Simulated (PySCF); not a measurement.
An unknown gives this computed stick spectrum. Method: PySCF, TDDFT CAM-B3LYP/def2-SVPD, vertical, gas phase, core orbitals frozen in the response. Geometries: GFN2-xTB, one conformer each.

| state | E (eV) | λ (nm) | f |
| --- | --- | --- | --- |
| S1 | 7.40 | 167.6 | 0.0033 |
| S2 | 7.42 | 167.0 | 0.0000 |
| S3 | 7.77 | 159.6 | 0.046 |
| S4 | 7.82 | 158.5 | 0.026 |
| S5 | 8.14 | 152.3 | 0.0000 |
| S6 | 8.22 | 150.8 | 0.0022 |
| S7 | 8.39 | 147.8 | 0.0050 |
| S8 | 8.58 | 144.4 | 0.091 |

Triplets computed (Tamm–Dancoff): 7.28, 7.30, 7.62 eV.

Question: Which candidate is it? All have the formula C6H10.
A. `CC(C)(C#C)C`
B. `C1CC1C1CC1`
C. `C=C/C=C\CC`

Answer: B. Its S1, at 7.40 eV, is the highest among the candidates; the nearest of the others has S1 at 6.76 eV. S1 is HOMO→LUMO+1 (86%), HOMO→LUMO+3 (10%). Löwdin shares by element: HOMO carbon 63% or more (atoms not listed hold the other 37%); LUMO carbon 42% or more (atoms not listed hold the other 58%). At the same level the other candidates give, for their lowest levels:
- `C=C/C=C\CC`: 5.78 eV (f 0.781); 6.53 eV (f 0.001); 6.78 eV (f 0.012); 7.09 eV (f 0.033); 7.22 eV (f 0.000); T1 3.21 eV; HOMO -7.74, LUMO 0.41 eV
- `C#CC(C)(C)C`: 6.76 eV (f 0.000); 7.01 eV (f 0.004 summed over 2 states); 7.56 eV (f 0.143 summed over 2 states); 8.46 eV (f 0.000 summed over 2 states) [of 8 roots; the last level is left out, as the window may have cut its degenerate partner]; T1 5.59 eV; HOMO -9.09, LUMO 1.30 eV

Conformer computed: `[CH2:1]1[CH2:2][CH:3]1[CH:4]1[CH2:5][CH2:6]1`: C2–C3–C4–C5 110°.
